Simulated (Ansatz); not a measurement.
We consider antiferromagnetic (type II) rock-salt NiO, described by PBEsol (Ansatz, a quantum-chemistry and plane-wave program, plane waves, PAW).

Run with plane-wave cutoff 520 eV, 14×14×14 k mesh, Fermi–Dirac smearing 0.01 eV, spin-polarised with opposed moments, scalar-relativistic PAW data made under PBE.

The cell is scaled about its equilibrium volume:

Shape and atoms are relaxed at each volume.

```
V (Å³/atom)  P (GPa)  direct gap at Γ (eV)  smallest gap on the k mesh (eV)  c (Å)
-----------  -------  --------------------  -------------------------------  -----
8.390           9.98                 2.406                            0.742  6.979
8.565           4.71                 2.354                            0.739  7.034
8.740           0.00                 2.305                            0.737  7.087
8.914          -4.22                 2.259                            0.734  7.138
9.089          -8.00                 2.214                            0.730  7.189
```

The fundamental gap (0.73 eV at the equilibrium volume, with added k points) lies elsewhere than Γ–Γ.

Note: without U or exact exchange, gaps and moments of open d shells tend to come out too small; the bulk modulus comes from volumes at which shape and atoms were relaxed.
